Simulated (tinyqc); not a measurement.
Worked calculation: extended Hueckel theory, for CH4. One step of it, computed by the program tinyqc.

Question. Mulliken analysis. P = C n C^T; charge = valence electrons (H 1, C 4) minus the sum of (P S)_ii on the atom; overlap population = 2 sum P_ij S_ij between two atoms.

coefficients:
```
             MO1        MO2        MO3        MO4        MO5        MO6        MO7        MO8
1C 2s   0.731165   0.000000   0.000000   0.000000   0.000000   0.000000   0.000000   1.574906
1C 2px  0.000000  -0.001128  -0.262053  -0.427261  -0.190224   1.119034   0.250747   0.000000
1C 2py  0.000000   0.457790  -0.174511   0.105825   0.138023  -0.229985   1.131085   0.000000
1C 2pz  0.000000   0.204088   0.389999  -0.239737   1.138447   0.214863  -0.095233   0.000000
2H 1s   0.128819   0.436023  -0.030728  -0.370313  -0.560897  -0.570020  -0.664352  -0.711634
3H 1s   0.128819  -0.437512  -0.315124  -0.193579   0.757347  -0.585636   0.405399  -0.711634
4H 1s   0.128819   0.168160  -0.199589   0.509979   0.418357   0.807531  -0.503749  -0.711634
5H 1s   0.128819  -0.166672   0.545442   0.053912  -0.614807   0.348125   0.762702  -0.711634
```

occupations: 2.000000  2.000000  2.000000  2.000000  0.000000  0.000000  0.000000  0.000000

overlap S:
```
           1C 2s     1C 2px     1C 2py     1C 2pz     2H 1s      3H 1s      4H 1s      5H 1s
1C 2s   1.000000   0.000000   0.000000   0.000000  0.490695   0.490695   0.490695   0.490695
1C 2px  0.000000   1.000000   0.000000   0.000000  0.283151   0.283151  -0.283151  -0.283151
1C 2py  0.000000   0.000000   1.000000   0.000000  0.283151  -0.283151   0.283151  -0.283151
1C 2pz  0.000000   0.000000   0.000000   1.000000  0.283151  -0.283151  -0.283151   0.283151
2H 1s   0.490695   0.283151   0.283151   0.283151  1.000000   0.147041   0.147041   0.147041
3H 1s   0.490695   0.283151  -0.283151  -0.283151  0.147041   1.000000   0.147041   0.147041
4H 1s   0.490695  -0.283151   0.283151  -0.283151  0.147041   0.147041   1.000000   0.147041
5H 1s   0.490695  -0.283151  -0.283151   0.283151  0.147041   0.147041   0.147041   1.000000
```

Give: charges; Overlap populations.

Answer.

charges: 1C -0.073, 2H 0.018, 3H 0.018, 4H 0.018, 5H 0.018

Overlap populations:

| pair | value |
|---|---|
| 2-1 | 0.748163 |
| 3-1 | 0.748163 |
| 3-2 | -0.054584 |
| 4-1 | 0.748163 |
| 4-2 | -0.054584 |
| 4-3 | -0.054584 |
| 5-1 | 0.748163 |
| 5-2 | -0.054584 |
| 5-3 | -0.054584 |
| 5-4 | -0.054584 |
